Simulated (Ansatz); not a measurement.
# How far a parabola holds: energy against volume of fcc Ag

System: fcc Ag. Method: PBEsol-D3(BJ) in Ansatz (plane waves, PAW). Settings: plane-wave cutoff 520 eV, 24×24×24 k mesh, Fermi–Dirac smearing 0.05 eV, no spin polarisation, scalar-relativistic PAW data made under PBE. The cell has no free parameter but its volume, all volumes share cutoff and mesh, and the runs aren't spin-polarised. Energies are free energies at the run's smearing, counted from the lowest row; static lattice.

```
V (Å³/atom)  E (meV/atom)
-----------  ------------
14.949                  ?
15.267              13.24
15.585               3.39
15.903               0.00
16.221               2.26
16.539               9.45
```

The 5 complete rows are fitted with a parabola, E against V. With u = V - 15.9, the rows have u = -0.6330, -0.3150, 0.0030, 0.3210, 0.6390. Least squares gives E = 0.001 - 2.907·u + 28.063·u². Residuals (row less fit): 0.154, -0.311, 0.007, 0.301, -0.152; standard error 0.342 (degrees of freedom: 2). The fitted curve has its minimum at V = 16.0, where E = -0.07. Its curvature is d²E/dV² = 2 × 28.063 meV/Å⁶, so B = V0·d²E/dV² × 0.1602 = 143 GPa.

**Question.** What does the fit predict for E at V = 14.949, and how far is the calculated value from it?

**Answer.** u = -0.9510, so E = 0.001 - 2.907 × (-0.9510) + 28.063 × (-0.9510)² = 28.146 meV/atom. The calculation gives 30.45 meV/atom, 2.304 meV/atom above the prediction (7.6 % of the range of E in the table). The row lies outside the fitted rows, so this is an extrapolation. From the scatter of the fitted rows alone, a prediction at this place has a standard error of 0.810 meV/atom, so the miss is 2.8 times that.

The residuals are curvature that a parabola lacks, not noise. A solid that stiffens under compression and softens on expansion lies above the parabola at the compressed end and under it at the expanded end, as this row does. A third-order Birch-Murnaghan fit to the whole scan has B0 = 141 GPa. Only scans are tabulated whose curvature falls smoothly with volume, and where the parabola meets the shown rows within 5 % of their range and misses the end by 0.1 meV or more.

Measured, for comparison: bulk modulus 110 GPa (corrected for temperature and zero-point phonon effects, sources range from 104 to 111; as tabulated in Levämäki et al. (2014), arXiv:1402.3671). Computed less measured: bulk modulus +28 % (+27 % to +36 % over the range).

Ansatz is a program for electronic structure.
